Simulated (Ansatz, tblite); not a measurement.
# [Se4]2+: a ladder of methods and basis sets

Aim: run the singlet of [Se4]2+ at one geometry on many levels, and compare frontier levels, spin and run time.

The runs use Ansatz 0.2.0, Gaussian basis; as each input shows.

Plan: GFN1-xTB, GFN2-xTB, PBE-D4/def2-TZVP, r2SCAN-D4/def2-TZVP, PBE-QIDH/def2-TZVP, CAM-B3LYP-D4/def2-TZVP, HF/def2-TZVP, r2SCANh-D4/def2-TZVP, B2PLYP/def2-TZVP, revPBE-D4/def2-TZVP, ωB97X-V/def2-TZVP, PBE-D4/def2-SVP, PBE0-D4/def2-SVP, HF/STO-3G, HF/6-31G, B3LYP-D4/6-31G, CCSD(T)/def2-SVP, MP2/def2-TZVP, RPA/def2-TZVP.

## 1. The relaxed structure

The singlet was relaxed beforehand with r2SCAN-D4/def2-SVP.

4 atoms, charge 2, spin multiplicity 1.

Bond lengths: Se1–Se2 2.329 Å, Se1–Se4 2.329 Å, Se2–Se3 2.329 Å, Se3–Se4 2.329 Å. Angles: Se2–Se1–Se4 90.1°, Se1–Se2–Se3 89.9°, Se2–Se3–Se4 90.1°, Se1–Se4–Se3 89.9°.

The ion is computed in the gas phase, without counter-ions or solvent.

PBE0-D4/def2-TZVP was run before; its log isn't repeated, and its numbers join the tables.

## 2. GFN1-xTB

Tight binding, by tblite at 300 K electronic temperature and without a spin-polarisation term:

```python
tblite.interface.Calculator('GFN1-xTB', numbers, positions, charge=2, uhf=0).singlepoint()
```

Energy -332.9575 eV, HOMO -25.41 eV, LUMO -23.57 eV; 0.009 s.

## 3. GFN2-xTB

Tight binding, by tblite at 300 K electronic temperature and without a spin-polarisation term:

```python
tblite.interface.Calculator('GFN2-xTB', numbers, positions, charge=2, uhf=0).singlepoint()
```

Energy -318.1336 eV, HOMO -21.27 eV, LUMO -19.75 eV; 0.009 s.

## 4. PBE-D4/def2-TZVP

start.molden holds the orbitals of an earlier run on this state, given as this run's starting guess.

in.yaml reads:

```yaml
crystal:
  periodic: [false, false, false]
  atoms:
    - {symbol: Se, position_ang: [-1.041099, -0.681615, 1.075790]}
    - {symbol: Se, position_ang: [0.807893, 0.724780, 1.240992]}
    - {symbol: Se, position_ang: [1.040984, 0.681696, -1.075744]}
    - {symbol: Se, position_ang: [-0.807779, -0.724850, -1.241038]}
basis:
  gaussian: {orbitals: def2-TZVP, initial_orbitals: start.molden}
total_charge: 2
hamiltonian: {xc: pbe, dispersion: d4}
scf: {omitted_lower_state_checks: [starts]}
output: {orbitals: {seedname: orbitals}}
```

On the command line:

```
ansatz run in.yaml --threads 2 --pin off --events-out ev --progress --plain --max-ram 4352MiB
```

The runs that follow: r2SCAN-D4/def2-TZVP; PBE-QIDH/def2-TZVP; CAM-B3LYP-D4/def2-TZVP; HF/def2-TZVP; r2SCANh-D4/def2-TZVP; B2PLYP/def2-TZVP; revPBE-D4/def2-TZVP; ωB97X-V/def2-TZVP; PBE-D4/def2-SVP; PBE0-D4/def2-SVP; HF/STO-3G; HF/6-31G; B3LYP-D4/6-31G; CCSD(T)/def2-SVP; MP2/def2-TZVP; RPA/def2-TZVP.

**Question.** What will the summary of the whole plan be? Wanted: gap in def2-TZVP, named functionals and Hartree-Fock, smallest and largest; correlation energy, CCSD(T)/def2-SVP; correlation energy, MP2/def2-TZVP; PBE0 total energy, smallest basis above largest.

The runs gave:

| quantity | value |
| --- | --- |
| gap in def2-TZVP, named functionals and Hartree-Fock, smallest and largest | 2.22 eV (revPBE-D4), 7.82 eV (HF) |
| correlation energy, CCSD(T)/def2-SVP | -26.69 eV |
| correlation energy, MP2/def2-TZVP | -29.50 eV |
| PBE0 total energy, smallest basis above largest | 32.53 eV (def2-SVP, def2-TZVP) |

What this shows: Over the named functionals and Hartree-Fock in def2-TZVP the gap runs from 2.22 eV (revPBE-D4) to 7.82 eV (HF); exact exchange widens it.
